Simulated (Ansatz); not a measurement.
Geometry optimisation, RHF/def2-SVP in Ansatz 0.2.0.

input.yaml

```yaml
crystal:
  periodic: [false, false, false]
  atoms:
    - { symbol: Cl, position_ang: [-0.0101, 0.009, -3.3471] }
    - { symbol: Si, position_ang: [0.0059, -0.0058, 0.6011] }
    - { symbol: H, position_ang: [0.8231, 1.0793, 1.1679] }
    - { symbol: H, position_ang: [0.281, -1.1644, 1.4701] }
    - { symbol: H, position_ang: [0.2878, -0.2788, -0.7794] }
    - { symbol: H, position_ang: [-1.3878, 0.3607, 0.8875] }
total_charge: -1
basis:
  gaussian: { orbitals: def2-SVP }
hamiltonian:
  xc: hf
relax:
  f_tol: 0.02
  max_steps: 40
output:
  orbitals: {}
```

Launched with:

```bash
$ ansatz run input.yaml --threads 1 --pin off --max-ram 2048MiB --backend cpu --events-out ev --progress --plain --runs-dir out
```

Q: Where does it end, and by what steps?

A: The run converged. Limits of this set-up: an anion without diffuse functions. After 15 steps the energy has fallen by 0.382 eV; Cl1 moved furthest, 1.27 Å.

```tsv
step	energy less start (eV)	largest force component (eV/Å)	accepted
0	0.0000	0.773	yes
1	-0.0352	0.183	yes
2	-0.0379	0.032	yes
3	-0.0382	0.030	yes
4	-0.0398	0.080	yes
5	-0.0442	0.267	yes
6	-0.0547	0.412	yes
7	-0.1008	0.467	yes
8	-0.1683	0.342	yes
9	-0.2288	0.439	yes
10	-0.3097	0.265	yes
11	-0.3601	0.333	yes
12	-0.3786	0.135	yes
13	-0.3812	0.049	yes
14	-0.3815	0.031	yes
15	-0.3818	0.001	yes
```

```xyz
6
Properties=species:S:1:pos:R:3
Cl -0.202 0.825 -2.397
Si 0.029 -0.120 0.349
H 0.935 1.046 0.377
H 0.151 -0.618 1.795
H 0.503 -1.304 -0.395
H -1.416 0.170 0.273
```

Run time: 6.1 s on 1 thread of Arm Neoverse V2 (shared host), peak memory 0.096 GiB.
